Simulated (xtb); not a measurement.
**C4H6P+ (SMILES C1=C[PH2+]C=C1): GFN2-xTB**

We compute a structure relaxation of C4H6P+. 

Program for the calculation: xtb 6.7.1.

6 further runs of the same task are left out: 6 set aside as unsound or not needed.

## Step 1: Starting point

The species is C4H6P+ (11 atoms), meant as a singlet with charge +1. SMILES: `C1=C[PH2+]C=C1`. The shape is that of a GFN2-xTB optimisation. The run starts from this shape.

Bond lengths: C1–C2 1.346 Å, C2–P3 1.790 Å, P3–C4 1.790 Å, C1–C5 1.460 Å, C4–C5 1.346 Å, C1–H6 1.078 Å, C2–H7 1.076 Å, P3–H8 1.373 Å, P3–H9 1.373 Å, C4–H10 1.076 Å, C5–H11 1.078 Å. Some angles: C1–C2–P3 107.9°, C2–C1–C5 115.3°, C2–P3–C4 93.6°, P3–C4–C5 107.9°, C1–C5–C4 115.3°, C1–C2–H7 127.0°, P3–C2–H7 125.1°, C2–C1–H6 123.8°, C5–C1–H6 120.8°, C2–P3–H8 113.9°.

## Step 2: A geometry optimisation at GFN2-xTB

File coord:

```
$coord
     -2.099353443631      1.401779941986     -0.261160150423  c
     -1.481072850175      0.316151180650      1.954071299169  c
      1.419675648386     -1.367991638878      1.512234433971  p
      1.674561908076     -0.501306546341     -1.748355713243  c
     -0.334349243230      0.945089829448     -2.331411811735  c
     -3.767546974666      2.537505342886     -0.541765582669  h
     -2.519930889927      0.420520754513      3.699554628702  h
      1.220593001157     -3.925358003334      1.907262783062  h
      3.371819426909     -0.498906594162      2.985257050855  h
      3.182147615780     -1.059758410690     -2.994327736253  h
     -0.666544198678      1.732255246661     -4.181340304176  h
$end
```

The run is started by

```console
$ xtb coord --gfn 2 -o vtight -c 1 > out.txt
```

Q: Predict the results. Wanted: total energy at the end; HOMO energy; LUMO energy; HOMO–LUMO gap; dispersion energy; mean polarisability.

Computed results:

At GFN2-xTB:

```
                      quantity          value
       total energy at the end   -13.63781 Eh
                   HOMO energy      -16.37 eV
                   LUMO energy      -13.35 eV
                 HOMO–LUMO gap        3.02 eV
             dispersion energy  -17.15 kJ/mol
mean polarisability (D4 model)     67.9 bohr³
```

**Reading.** At the final geometry: Bond lengths: C1–C2 1.346 Å, C2–P3 1.790 Å, P3–C4 1.790 Å, C1–C5 1.460 Å, C4–C5 1.346 Å, C1–H6 1.078 Å, C2–H7 1.076 Å, P3–H8 1.374 Å, P3–H9 1.374 Å, C4–H10 1.076 Å, C5–H11 1.078 Å. Some angles: C1–C2–P3 107.9°, C2–C1–C5 115.3°, C2–P3–C4 93.6°, P3–C4–C5 107.9°, C1–C5–C4 115.3°, C1–C2–H7 127.0°, P3–C2–H7 125.1°, C2–C1–H6 123.8°, C5–C1–H6 120.9°, C2–P3–H8 113.9°. The optimisation took 4 steps and changed the energy by -0.000 eV.
